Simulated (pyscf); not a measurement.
# Addition: silyl (SiH₃•) + acetylene (HC≡CH) → •HC=CH–SiH₃

Gas phase, doublet surface, charge 0. Bonds broken: none. Bonds formed: Si1–C5. Structures and frequencies: ωB97X-D3(BJ)/def2-SVP in PySCF. Correlated levels are frozen-core, on RHF or UHF. ΔMP2 is the change of the MP2 total energy from the triple- to the quadruple-zeta basis.

Transition state (Å):

```xyz
8

Si     1.0313     0.0725    -0.6951
H      0.5013     0.9455    -1.7841
H      2.4850    -0.2093    -0.9548
H      0.2793    -1.2170    -0.6790
C     -0.3092     1.2011     1.2427
C     -1.4465     1.0929     0.8063
H      0.5134     1.4522     1.8956
H     -2.3934     0.9380     0.3166
```

One imaginary mode, 362i cm⁻¹; descent along it reached the two sides named, in the forms told below.

```csv
bond,change,reactant side (Å),saddle,product side
Si1–C5,forms,3.5,2.6,1.890
```

Electronic energies relative to the separated reactants (kJ/mol):

| level | barrier | reaction energy | reverse barrier |
|---|---|---|---|
| ωB97X-D3(BJ)/def2-TZVP | 4.5 | -133.2 | 137.7 |
| PBE/def2-TZVP | 0.3 | -116.1 | 116.4 |
| r²SCAN/def2-TZVP | 2.1 | -128.3 | 130.4 |
| B3LYP-D3(BJ)/def2-TZVP | 4.1 | -117.9 | 122.0 |
| PBE0-D3(BJ)/def2-TZVP | 0.8 | -131.4 | 132.3 |
| M06-2X/def2-TZVP | 13.2 | -106.4 | 119.5 |
| ωB97M-D3(BJ)/def2-TZVP | 11.8 | -115.9 | 127.7 |
| HF/def2-TZVP | 42.0 | -120.3 | 162.3 |
| MP2/def2-QZVPP | 55.9 | -71.6 | 127.6 |
| CCSD/def2-TZVPP | 25.0 | -106.0 | 131.0 |
| CCSD(T)/def2-TZVPP | 20.9 | -104.6 | 125.5 |
| CCSD(T)/def2-TZVPP + ΔMP2(QZVPP) | 20.3 | -105.9 | 126.2 |

With CCSD(T)/def2-TZVPP + ΔMP2(QZVPP) energies and thermal terms (ideal gas, 1 atm, RRHO with modes under 100 cm⁻¹ raised to 100, one conformer, R ln 2 for chiral ones without a mode under 150 cm⁻¹), in kJ/mol:

| T (K) | ΔH‡ | ΔG‡ | ΔH | ΔG |
|---|---|---|---|---|
| 298 | 20.2 | 52.5 | -98.3 | -61.3 |
| 600 | 21.3 | 84.8 | -98.1 | -23.7 |
| 900 | 22.7 | 116.2 | -95.7 | +13.0 |
| 1200 | 24.1 | 147.2 | -92.3 | +48.8 |

On the product side the descent ends in a point that may be a rotor saddle (no frequency run), 5.4 kJ/mol over the lowest minimum found and 132.4 kJ/mol under the saddle at ωB97X-D3(BJ)/def2-TZVP. •HC=CH–SiH₃ lies 81.4 kJ/mol over its isomer H₂C=CH–SiH₂• (electronic energy, ωB97M-D3(BJ)/def2-TZVP). This is the saddle that the search found; another between the same sides may lie lower. The CCSD(T) − MP2 part came from Ansatz, without density fitting, on the same reference. A UHF reference is spin-contaminated (<S²> up to 0.95), which harms MP2 most.
